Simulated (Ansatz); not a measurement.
Relaxation of H$_{6}$Si$_{2}$ (8 atoms, charge 0, multiplicity 1), to a largest force component of 0.03 eV/Å in at most 50 steps.

All numbers below come from Ansatz 0.2.0, RKS PBE0-D4/cc-pVDZ.

```xyz
8
Properties=species:S:1:pos:R:3
Si -1.016 0.381 -0.110
Si 1.505 -0.043 2.161
H 0.321 -0.813 2.661
H 2.776 -0.754 2.521
H 1.512 1.350 2.708
H 1.489 0.021 0.683
H -0.215 0.933 -1.313
H -0.850 -1.074 -0.617
```

**Question.** Where does it end, and by what steps?

**Answer.** The run converged. The force dipped under the threshold on the way, but the program's further checks kept it going. After 21 steps the energy has fallen by 2.414 eV; H6 moved furthest, 2.00 Å. Parted: Si2–H6 (1.48 → 3.19 Å). Joined: Si1–Si2 (3.42 → 2.35 Å), Si1–H6 (2.65 → 1.50 Å).

| step | energy less start (eV) | largest force component (eV/Å) | accepted |
| --- | --- | --- | --- |
| 0 | 0.0000 | 0.693 | yes |
| 1 | -0.1492 | 0.459 | yes |
| 2 | -0.3184 | 0.535 | yes |
| 3 | -0.4055 | 0.625 | yes |
| 4 | -0.4498 | 0.367 | yes |
| 5 | -0.4812 | 0.268 | yes |
| 6 | -0.4921 | 0.254 | yes |
| 7 | -0.4712 | 0.576 | no |
| 8 | -0.5024 | 0.075 | yes |
| 9 | -0.5060 | 0.157 | yes |
| 10 | -0.5241 | 1.068 | yes |
| 11 | -0.6727 | 2.552 | yes |
| 12 | -1.1187 | 2.479 | yes |
| 13 | -1.6656 | 2.038 | yes |
| 14 | -2.0866 | 0.554 | yes |
| 15 | -2.2790 | 0.304 | yes |
| 16 | -2.3772 | 0.102 | yes |
| 17 | -2.4052 | 0.019 | yes |
| 18 | -2.4078 | 0.168 | yes |
| 19 | -2.4130 | 0.046 | yes |
| 20 | -2.4131 | 0.063 | yes |
| 21 | -2.4144 | 0.002 | yes |

```xyz
8
Properties=species:S:1:pos:R:3
Si 0.298 -0.126 -0.013
Si 1.082 0.126 2.186
H 0.675 -1.053 3.019
H 2.579 0.226 2.195
H 0.513 1.370 2.801
H 0.893 -1.352 -0.639
H 0.678 1.068 -0.838
H -1.196 -0.258 -0.018
```

Whether the end is a true minimum wasn't checked by a vibrational analysis.

Time of the run: 33 s on 1 thread of Intel(R) Xeon(R) Platinum 8488C (Sapphire Rapids), with other jobs on the host, peak memory 0.14 GiB.
